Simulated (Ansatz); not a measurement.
# Cubic anti-perovskite Sr3SbN (cell taken from a computed entry)

These are LDA (PAW; Ansatz, a first-principles code) values and carry that method's errors.

Run with plane-wave cutoff 520 eV, 8×8×8 k mesh, Fermi–Dirac smearing 0.01 eV, scalar-relativistic PAW data made under PBE.

Cell (relaxed with PBEsol):

```cif
data_NSbSr3
_chemical_formula_sum 'Sr3 Sb1 N1'
_space_group_name_H-M_alt 'Pm-3m'
_space_group_IT_number 221
_space_group_name_Hall '-P 4 2 3'
_cell_length_a 5.13155
_cell_length_b 5.13155
_cell_length_c 5.13155
_cell_angle_alpha 90.000
_cell_angle_beta 90.000
_cell_angle_gamma 90.000
loop_
_atom_site_label
_atom_site_type_symbol
_atom_site_symmetry_multiplicity
_atom_site_Wyckoff_symbol
_atom_site_fract_x
_atom_site_fract_y
_atom_site_fract_z
_atom_site_occupancy
Sr1 Sr 3 c 0.00000 0.50000 0.50000 1
Sb1 Sb 1 a 0.00000 0.00000 0.00000 1
N1 N 1 b 0.50000 0.50000 0.50000 1
```

| Quantity | Result |
|---|---|
| band gap | 0.18 eV |

Measured, for comparison: band gap 1.15 eV (temperature not stated, the source names no phase, no zero-point or thermal correction; as tabulated in Monga et al. (2024), arXiv:2404.16494).

Note: cell and atoms aren't relaxed at this level (pressure -1.8 GPa); this cell isn't known to be the ambient phase, and symmetry holds it in the calculation.

Spin–orbit coupling is not included; it can close the smallest gap of 0.18 eV.

The computed numbers hold no vibrational or temperature effects.

The result took about 21 core-seconds (a rough figure).
